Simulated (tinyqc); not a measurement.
Geometry optimisation on the UHF/sto-6g surface (energies and gradients from PySCF), for LiH+, spin multiplicity 2, step by step. Computed by tinyqc, a small Python program that keeps every step (integrals from PySCF). Settings: charge = 1, multiplicity = 2, basis = sto-6g, optimiser = bfgs, first Hessian = 1.0, largest step = 0.5, iteration cap = 30. Command: `OMP_NUM_THREADS=1 python tinyqc.py 20124 20125 out.jsonl` (the two numbers bound the seeds that draw the settings). One thread of a shared host (Intel(R) Xeon(R) Processor @ 2.60GHz), about 0.8 s of CPU time with the checks.

## Step 1: energy and gradient

positions at the start (bohr), order 1Li, 2H:
$$\begin{pmatrix}
0.0000 & 0.0000 & 0.0000 \\
0.0000 & 0.0000 & 3.1502
\end{pmatrix}$$

Self-consistent energy and analytic gradient at these positions.

energy = -7.706510 hartree

gradient (hartree/bohr), order 1Li, 2H:
$$\begin{pmatrix}
0.000000 & 0.000000 & 0.020434 \\
0.000000 & 0.000000 & -0.020434
\end{pmatrix}$$

## Step 1: move

Quasi-Newton step p = -H^(-1) g (first H = 1 times the unit matrix); steps longer than 0.5 bohr are cut back.

positions after step 1 (bohr), order 1Li, 2H:
$$\begin{pmatrix}
0.0000 & 0.0000 & -0.0204 \\
0.0000 & 0.0000 & 3.1706
\end{pmatrix}$$

## Step 2: energy and gradient

As before.

energy = -7.707301 hartree

gradient (hartree/bohr), order 1Li, 2H:
$$\begin{pmatrix}
0.000000 & 0.000000 & 0.018284 \\
0.000000 & 0.000000 & -0.018284
\end{pmatrix}$$

## Step 2: move

inverse Hessian in use (bohr^2/hartree):
$$\begin{pmatrix}
1.0000 & 0.0000 & 0.0000 & 0.0000 & 0.0000 & 0.0000 \\
0.0000 & 1.0000 & 0.0000 & 0.0000 & 0.0000 & 0.0000 \\
0.0000 & 0.0000 & 5.2511 & 0.0000 & 0.0000 & -4.2511 \\
0.0000 & 0.0000 & 0.0000 & 1.0000 & 0.0000 & 0.0000 \\
0.0000 & 0.0000 & 0.0000 & 0.0000 & 1.0000 & 0.0000 \\
0.0000 & 0.0000 & -4.2511 & 0.0000 & 0.0000 & 5.2511
\end{pmatrix}$$

Quasi-Newton step p = -H^(-1) g (the inverse Hessian comes from BFGS updates; coordinates in the order x, y, z of each atom); steps longer than 0.5 bohr are cut back.

positions after step 2 (bohr), order 1Li, 2H:
$$\begin{pmatrix}
0.0000 & 0.0000 & -0.1942 \\
0.0000 & 0.0000 & 3.3443
\end{pmatrix}$$

## Convergence

Stop when the largest gradient component is below 3e-5 hartree/bohr. The inverse Hessian follows the BFGS update with s = step, y = change of gradient.

Course of the optimisation:
```
step  E (hartree)  largest gradient (hartree/bohr)
1       -7.706510                         2.04e-02
2       -7.707301                         1.83e-02
3       -7.711065                         4.63e-03
4       -7.711421                         1.50e-03
5       -7.711468                         2.12e-04
6       -7.711469                         1.21e-05
```

Final distances (angstrom):
```
pair    distance
2H-1Li    1.9697
```

Converged in 6 steps.
